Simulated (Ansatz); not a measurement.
The input, for Ansatz 0.2.0:

```yaml
crystal:
  periodic: [false, false, false]
  atoms:
    - {symbol: B, position_ang: [-2.338009, 0.040114, 0.000000]}
    - {symbol: H, position_ang: [-2.934742, 1.073685, 0.000000]}
    - {symbol: H, position_ang: [-2.934742, -0.993457, 0.000000]}
    - {symbol: H, position_ang: [-0.530009, 0.040114, 0.000000]}
    - {symbol: Si, position_ang: [1.012991, 0.040114, 0.000000]}
    - {symbol: H, position_ang: [1.625172, -0.834170, 1.090012]}
    - {symbol: H, position_ang: [1.625172, -0.834170, -1.090012]}
basis:
  gaussian: {orbitals: def2-mTZVP}
magnetization: {spin_polarized: false}
correlation: {method: bccd, electrons: outside_noble_gas}
```

```sh
$ ansatz run in.yaml --threads 1 --pin off --events-out ev --progress --plain --max-ram 2393MiB
```

Output:

```
539 factors; integrals over basis functions are off by at most 9.7e-4 eV
mean field evaluation 1: about -8606.0841 eV, gradient 1.5e1 eV
mean field evaluation 2: about -8606.0827 eV, gradient 1.5e1 eV
mean field evaluation 4: about -8607.3977 eV, gradient 2.0e0 eV
mean field evaluation 8: about -8607.4248 eV, gradient 1.5e-4 eV
mean field evaluation 16: about -8607.4272 eV, gradient 9.7e-2 eV
mean field evaluation 32: about -8600.2572 eV, gradient 1.7e-2 eV
mean field -8607.42484012 eV, -316.3170285523 hartree, gradient 7.2e-7 eV, S^2 0.000000; 1 other end points of the search recorded, 0 dependent functions left out; unrestricted orbitals would lower it
6 core orbitals not correlated: weight in the atoms' cores, before any rotation towards them, 1.000 or more for the frozen orbitals, at most 0.000 for the correlated occupied ones
reference -8607.42484012 eV, -316.3170285523 hartree; 6, 6 occupied and 44, 44 virtual orbitals, 539 factors
second order -4.44332613 eV of doubles, -0.00000000 eV of singles
cycle   1  -5.21032515 eV  change   -7.7e-1 eV  update   1.1e-1
cycle   2  -5.55442928 eV  change   -3.4e-1 eV  update   5.2e-2
cycle   3  -5.70888523 eV  change   -1.5e-1 eV  update   3.9e-2
cycle   4  -5.70374224 eV  change    5.1e-3 eV  update   1.7e-2
cycle   5  -5.70796730 eV  change   -4.2e-3 eV  update   9.2e-3
cycle   6  -5.70467897 eV  change    3.3e-3 eV  update   4.2e-3
cycle   7  -5.70359954 eV  change    1.1e-3 eV  update   1.4e-3
cycle   8  -5.70402310 eV  change   -4.2e-4 eV  update   7.0e-4
cycle   9  -5.70410507 eV  change   -8.2e-5 eV  update   2.9e-4
cycle  10  -5.70391782 eV  change    1.9e-4 eV  update   1.0e-4
cycle  11  -5.70392537 eV  change   -7.6e-6 eV  update   4.2e-5
cycle  12  -5.70392757 eV  change   -2.2e-6 eV  update   1.4e-5
cycle  13  -5.70394213 eV  change   -1.5e-5 eV  update   6.1e-6
cycle  14  -5.70394709 eV  change   -5.0e-6 eV  update   2.1e-6
Total energy: -8613.12878721 eV, -316.5266447416 hartree
```

Ran on 1 thread of Arm Neoverse V1, shared host: 1.1 s wall, 0.22 GiB peak host memory.
